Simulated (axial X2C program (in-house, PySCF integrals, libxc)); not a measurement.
**Nuclear properties of BCN⁻**

Computed with an axial X2C code built on PySCF integrals: two-component X2C with atomic mean-field Coulomb and Gaunt terms, Gaussian nuclei, basis B dyall-v3z, C dyall-v3z, N dyall-av3z with contracted cores.

B–C–N held linear, with bonds 1.529 and 1.178 Å (near the PBE0 minimum at charge -1 of the determinant lowest at the starting distance; the state shown can have its own minimum elsewhere, held linear; other orders of the atoms were not compared).

Determinant lowest in the PBE0 search, Ω = 1/2 (⟨Sz⟩ = -0.50, ⟨Lz⟩ = 1.00 at PBE0), spin on the atoms B -0.40, C 0.02, N -0.13:

```tsv
level	Eeff magnitude (GV/cm)	Ws magnitude B (kHz)	Ws magnitude C (kHz)	Ws magnitude N (kHz)	A∥/gI B (MHz)	qzz B (a.u.)	A∥/gI C (MHz)	qzz C (a.u.)	A∥/gI N (MHz)	qzz N (a.u.)
PBE0	0.000138	2.54e-05	0.000178	0.000176	89.5	-0.41	32.2	-0.58	162	-0.90
HF	0.00138	7.19e-05	0.000172	0.000813	59.1	-0.40	61.1	-0.68	91.8	-1.01
TPSSh	0.000338	6.58e-05	0.000107	0.000179	82.6	-0.41	34.4	-0.57	160	-0.89
```

Determinant 0.00 eV from it at PBE0 and this distance, Ω = 3/2 (⟨Sz⟩ = 0.50, ⟨Lz⟩ = 1.00 at PBE0), spin on the atoms B 0.40, C -0.02, N 0.13:

```csv
level,Eeff magnitude (GV/cm),Ws magnitude B (kHz),Ws magnitude C (kHz),Ws magnitude N (kHz),A∥/gI B (MHz),qzz B (a.u.),A∥/gI C (MHz),qzz C (a.u.),A∥/gI N (MHz),qzz N (a.u.)
PBE0,0.000168,9.14e-06,5.77e-05,6.38e-05,30.1,-0.41,0.638,-0.58,42.8,-0.90
HF,0.00142,2.61e-05,5.44e-05,0.000276,41.8,-0.40,-14.6,-0.68,48.2,-1.02
TPSSh,0.000365,2.14e-05,3.44e-05,6.45e-05,31.4,-0.41,3.02,-0.57,41.5,-0.89
```

Eeff is the effective electric field on the electron electric dipole moment in this Ω state and Ws the scalar–pseudoscalar constant of the nucleus named (defined with the proton number Z and per Ω); A∥ (defined per Ω) follows by multiplying with gI = μI/(I μN); qzz is the electric field gradient, eQq0 = 234.96 MHz × Q/barn × qzz. The operators were transformed with the bare-nucleus X2C matrices; with these basis sets, hyperfine constants and field gradients can be off by tens of per cent, and where levels differ in sign neither size nor sign is settled.

Q: With gI(11B) = 1.7924, Q(11B) = 0.04059 barn, gI(13C) = 1.4048, gI(14N) = 0.4038, Q(14N) = 0.02044 barn (g factors from the IAEA table of nuclear moments by Stone; Q from Pyykkö, Mol. Phys. 2018), turn the PBE0 values of the first state into constants in MHz.

A: A∥(11B) = 89.5 × 1.7924 = 160 MHz; eQq0(11B) = 234.96 × (0.04059) × (-0.41) = -3.91 MHz; A∥(13C) = 32.2 × 1.4048 = 45.2 MHz; A∥(14N) = 162 × 0.4038 = 65.4 MHz; eQq0(14N) = 234.96 × (0.02044) × (-0.90) = -4.32 MHz.

The molecule was held linear; bending was not examined, so a bent shape may lie lower.

Each state is one determinant with collinear spin. Unrestricted Hartree–Fock can overshoot spin polarisation at the nuclei. For an anion, determinants above electron detachment, or with a positive highest level, are held by the basis set. Where Eeff spreads by more than a factor of two the levels disagree and none is to be relied on. The search compared states at one distance, so a state with another bond length can lie lower. The sign of Ws at B differs between levels in the first state. The sign of Ws at B differs between levels in the second state. PBE0 term energies can be off by some tenths of an eV.
